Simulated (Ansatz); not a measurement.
# AlSiH (singlet): the correlation ladder at a displaced geometry (v1), 6-31G

How much of the correlation energy of AlSiH (singlet) does each wave-function method recover here?

Computed with Ansatz 0.2.0, Gaussian basis. Level: 6-31G, core rule «outside noble gas», up to 10 orbitals frozen.

Plan: UHF; CCSD(T) on RHF; CCSD(T) on UHF; BCCD(T) on RHF; CISD; CCSDT(Q) on RHF; CCSDT(Q) on UHF; CCSDTQ on RHF; CCSDTQ on UHF; CASSCF and MRCISD+Q, 8 electrons in 9 orbitals; CASSCF and NEVPT2, 8 electrons in 9 orbitals; Full CI.

14 further runs of the same task are left out: 7 that didn't finish, 7 set aside as unsound or not needed. Runs told in other sessions of the task aren't counted.

## (1) The geometry

The geometry is a PBE0/def2-TZVP stationary point (not a proven minimum) with its atoms shifted at random (size 0.040 Å).

3 atoms, charge 0, spin multiplicity 1.

Atoms are counted from 1 here; the program's logs count them from 0.

Bond lengths: Si1–Al2 2.365 Å, Al2–H3 1.639 Å. Angles: Si1–Al2–H3 177.0°.

## (2) UHF

in.yaml

```yaml
crystal:
  periodic: [false, false, false]
  atoms:
    - {symbol: Si, position_ang: [-0.015433, -0.009008, 2.122444]}
    - {symbol: Al, position_ang: [-0.016266, -0.025151, -0.242513]}
    - {symbol: H, position_ang: [0.031698, 0.034159, -1.879932]}
basis:
  gaussian: {orbitals: 6-31G}
magnetization: {spin_polarized: true, initial_magnetization: 0}
hamiltonian: {xc: hf}
output: {orbitals: {seedname: orbitals}}
```

Command:

```bash
$ ansatz run in.yaml --threads 1 --pin off --events-out ev --progress --plain --max-ram 2393MiB
```

The runs that follow: CCSD(T) on RHF; CCSD(T) on UHF; BCCD(T) on RHF; CISD; CCSDT(Q) on RHF; CCSDT(Q) on UHF; CCSDTQ on RHF; CCSDTQ on UHF; CASSCF and MRCISD+Q, 8 electrons in 9 orbitals; CASSCF and NEVPT2, 8 electrons in 9 orbitals; Full CI.

Q: Predict the results of all the runs planned. Wanted: FCI from the RHF energy; RMP2 from FCI; RCCSD from FCI; RCCSD(T) from FCI; RCCSDT(Q) from FCI; NEVPT2 valence from FCI; MRCISD+Q valence from FCI; T1 diagnostic; effectively unpaired electrons.

As calculated:

| quantity | value |
| --- | --- |
| FCI from the RHF energy | -2.9036 eV |
| RMP2 from FCI | +922.3 meV |
| RCCSD from FCI | +198.9 meV |
| RCCSD(T) from FCI | +112.0 meV |
| RCCSDT(Q) from FCI | +10.7 meV |
| NEVPT2 valence from FCI | +199.4 meV |
| MRCISD+Q valence from FCI | +2.1 meV |
| levels within 1 kcal/mol (43 meV) | RCCSDT(Q), RCCSDTQ, MRCISD valence, MRCISD+Q valence |
| T1 diagnostic | 0.030 |
| effectively unpaired electrons | 2.08 |

In words: RCCSD(T) lands +112.0 meV from the yardstick (3.9 % of the correlation energy). With 2.1 effectively unpaired electrons against 0 the state is strongly multireference. Coupled cluster on one determinant still stays close here. Of the multireference levels listed MRCISD+Q valence comes nearest in total energy (+2.1 meV), which doesn't show that its space is the better one. These misses are within one basis, not against nature.

The restricted and unrestricted ladders end 0.62 eV apart at CCSDT(Q), which points to two states or an unsound top rung; rows of one don't measure the error of the other.
